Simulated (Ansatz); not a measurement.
**How far each method lies from full CI for HSiAl, singlet**

Geometry: displaced at random from a stationary point.

```xyz
3

Si    0.0809   -0.0696    1.2721
Al   -0.0840    0.0191   -1.3616
H    -0.0073    1.4274    1.0044
```

Basis 6-31G; Ansatz 0.2.0. Only valence electrons are correlated (noble-gas cores frozen), which leaves 8 electrons in 18 orbitals. Prefix R: restricted or restricted open-shell reference; prefix U: unrestricted. Active spaces: valence = (8e, 9o) chosen from the atoms' valence shells.

Full CI is exact within this basis and frozen core; it isn't the basis-set limit. The frozen core follows each run's orbitals, which can shift R against U totals by a few meV.

```
UHF ⟨S²⟩                            : 1.087
⟨S²⟩ of the determinant under UCCSD : 1.055
T1 diagnostic (RCCSD)               : 0.0164
largest doubles amplitude (RCCSD)   : 0.134
```

```
                    level  E − E(full CI) (kJ/mol)  wall time
                     RHF†                    260.8          –
                     UHF†                    204.5     0.57 s
                    RMP2†                     93.1          –
                    UMP2†                     52.0          –
                    CISD†                     31.8     0.45 s
                   RCCSD†                     13.6          –
                  UCCSD*†                    -28.7          –
                RCCSD(T)†                      9.0     0.66 s
               UCCSD(T)*†                    -38.9      3.7 s
                 BCCD(T)†                      9.0     0.72 s
                  RCCSDT†                      5.4          –
                 UCCSDT*†                    -56.1          –
               RCCSDT(Q)†                      4.3        1 s
              UCCSDT(Q)*†                    -60.3        6 s
                 RCCSDTQ†                      4.0        5 s
                UCCSDTQ*†                    -60.1       29 s
  CASSCF (valence space)†                     74.2          –
  NEVPT2 (valence space)†                     27.8      3.4 s
  MRCISD (valence space)†                      9.6          –
MRCISD+Q (valence space)†                      8.1      4.2 s
```

An asterisk marks runs whose energy the program itself flagged as in doubt. A dagger marks rows that describe another state than the reference (another or a broken symmetry, a higher spin or other natural occupations), so the difference isn't the method's error.

Times hold each run's SCF and search for its determinant on a shared host, so for small cases they say little of a method's own cost; they ran on 1 thread of Intel Xeon 6975P-C.

The restricted determinant belongs to another symmetry than the lowest state (A''); the lowest full-CI state of the determinant's symmetry (A') lies 0.041 eV higher, and methods that keep that symmetry describe that state.

Unrestricted levels hold only the spin's projection, and here they fall towards a lower state of higher spin.

The full-CI state has the irrep A'' of Cs, in the program's axes.

Natural occupations of full CI about the gap: 1.971 1.942 1.898 0.983 0.977 0.057 0.052 0.046 0.033 0.009; effectively unpaired electrons, Σ n²(2−n)², 2.09. No single determinant describes this state well, so single-reference rows can miss without a flag.
